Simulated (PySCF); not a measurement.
Start geometry of `Cc1cccs1` from MMFF94s (Å):
```
atom  x, y, z in Å
C1    -1.9892    0.2044    0.0177
C2    -0.5000    0.1620    0.0261
C3     0.3304   -0.9216   -0.1765
C4     1.7086   -0.5693   -0.0922
C5     1.8825    0.7707    0.1717
S6     0.3915    1.5950    0.3162
H7    -2.3738    0.5418    0.9858
H8    -2.3543    0.8832   -0.7600
H9    -2.4075   -0.7880   -0.1810
H10   -0.0320   -1.9229   -0.3763
H11    2.5302   -1.2635   -0.2188
H12    2.8135    1.3082    0.2872
```

Problem. What comes out of this run: PySCF 2.14.0, PBE0-D3(BJ)/def2-SVP geometry optimisation, gas phase?

Solution. 
```
atom  x, y, z in Å
C1    -1.995    0.168    0.163
C2    -0.505    0.151    0.097
C3     0.321   -0.845   -0.361
C4     1.704   -0.510   -0.296
C5     1.913    0.741    0.215
S6     0.429    1.513    0.615
H7    -2.360    0.464    1.159
H8    -2.429    0.869   -0.569
H9    -2.389   -0.834   -0.057
H10   -0.060   -1.797   -0.735
H11    2.511   -1.173   -0.611
H12    2.860    1.254    0.380
```

The energy falls by 0.49 kcal/mol over 7 energy and gradient evaluations, the largest force component goes from 0.0132 to 4.2e-04 Eh/bohr, and the atoms move by 0.078 Å rms after alignment. The bond that changes most is C2–S6 (substituted aromatic carbon to thiophene-type sulfur), which lengthens by 0.019 Å. Bonds longer at the end by more than 0.005 Å: 7 of 12; shorter: 2. Among the dihedrals that turn most is H7–C1–C2–C3, from 120° to 130°. Rotational constants go from 5269, 3167, 2003 to 5286, 3118, 1986 MHz. The orientation of the end geometry is arbitrary; only internal coordinates are fixed.

The run used 118 basis functions and 47 SCF cycles in all. Cost: about 24 s of CPU time on one thread; the machine was shared, so the figure is rough.

No frequency check.
